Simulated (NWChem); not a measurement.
**Correlation energy of Cl**

```
Cl
```
Charge 0, spin multiplicity 2.

Program: NWChem.

Basis set: cc-pVTZ. Each correlation energy counts from its own Hartree-Fock reference.

The correlated methods keep 5 core orbitals frozen. No SCF solution was tested for a lower state. Open-shell Hartree-Fock references start from PBE0 orbitals. No row is a measurement; the coupled-cluster row has its own basis-set and correlation limits.

```tsv
method	correlation energy (mHa)
URI-MP2	-157.9
UMP2	-157.9
SCS-UMP2	-157.9
CCSD on UHF	___
CCSD[T] on UHF	-186.4
CCSD(T) on UHF	-186.4
CCSD on ROHF	-186.3
CCSD[T] on ROHF	-192.1
CCSD(T) on ROHF	-192.1
CCSDT on ROHF	___
```

Task: Fill in the missing entries.

Result: 
- CCSD on UHF, correlation energy (mHa): -180.8
- CCSDT on ROHF, correlation energy (mHa): -192.5
